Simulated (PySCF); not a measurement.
**Basis-set dependence of population analyses: `c1n[nH]cp1`**

Compound: C₂H₃N₂P.
Structure used (PBE0-D3(BJ)/def2-SVP), in Å, numbered top down from 1:
```
atom  x, y, z in Å
C1     1.3181   -0.1595   -0.1489
N2     0.6836    0.9917   -0.0723
N3    -0.6159    0.7502    0.0142
C4    -1.0250   -0.5315    0.0090
P5     0.3139   -1.6201   -0.1159
H6     2.4075   -0.1326   -0.2262
H7    -1.2325    1.5534    0.0798
H8    -2.0925   -0.7418    0.0796
```

PBE0 throughout (PySCF), one geometry, spherical d and f functions. Isolated species at its PBE0-D3(BJ)/def2-SVP geometry, gas phase. The first 7 of 8 kinds of atom are listed.

Mulliken charges (e):

| basis | functions | C1 | N2 | N3 | C4 | P5 | H6 | H7 |
| --- | --- | --- | --- | --- | --- | --- | --- | --- |
| STO-3G | 32 | -0.191 | -0.173 | -0.190 | -0.188 | +0.315 | +0.085 | +0.254 |
| 6-31G | 55 | -0.400 | -0.123 | -0.447 | -0.302 | +0.463 | +0.210 | +0.389 |
| 6-31G* | 80 | -0.243 | -0.188 | -0.352 | -0.193 | +0.180 | +0.203 | +0.383 |
| def2-SVP | 89 | -0.148 | -0.123 | -0.045 | -0.095 | +0.117 | +0.068 | +0.160 |
| 6-311+G(2d,p) | 161 | -0.054 | -0.243 | -0.053 | -0.148 | -0.050 | +0.130 | +0.281 |
| def2-TZVP | 179 | -0.143 | -0.188 | -0.045 | -0.152 | -0.003 | +0.138 | +0.246 |

IAO charges (e):

```csv
basis,functions,C1,N2,N3,C4,P5,H6,H7
STO-3G,32,-0.312,-0.159,-0.111,-0.331,+0.385,+0.136,+0.253
6-31G,55,-0.276,-0.195,-0.103,-0.305,+0.198,+0.183,+0.314
6-31G*,80,-0.264,-0.211,-0.083,-0.306,+0.223,+0.168,+0.301
def2-SVP,89,-0.267,-0.207,-0.078,-0.311,+0.232,+0.163,+0.299
"6-311+G(2d,p)",161,-0.273,-0.221,-0.086,-0.320,+0.242,+0.173,+0.309
def2-TZVP,179,-0.275,-0.218,-0.085,-0.322,+0.245,+0.171,+0.307
```

Question: Which scheme is steadiest as the basis changes?

Answer: Largest range over the bases for any column: IAO 0.19 e, Mulliken 0.51 e. IAO charges move least and Mulliken charges most, counted in e. Without the minimal STO-3G basis the ranges are IAO 0.05, Mulliken 0.51 e.

Question: How much do the charges still move between the two largest bases, 6-311+G(2d,p) and def2-TZVP?

Answer: At most, over all atoms: Mulliken 0.089 e, IAO 0.004 e.

Question: What do the same runs give for the total energy, the frontier levels and the dipole moment?

Answer: 
```tsv
basis	energy (Eh)	HOMO (eV)	LUMO (eV)	μ (D)
STO-3G	-522.2831	-4.19	3.08	2.07
6-31G	-528.3865	-7.11	-0.42	2.73
6-31G*	-528.4811	-6.88	-0.31	2.60
def2-SVP	-528.2613	-7.00	-0.45	2.52
6-311+G(2d,p)	-528.5667	-7.07	-0.69	2.39
def2-TZVP	-528.5857	-7.03	-0.62	2.42
```

The dipole is fixed by the density alone, so its range of 0.66 D shows that the density itself changes with the basis, not only its division among atoms.
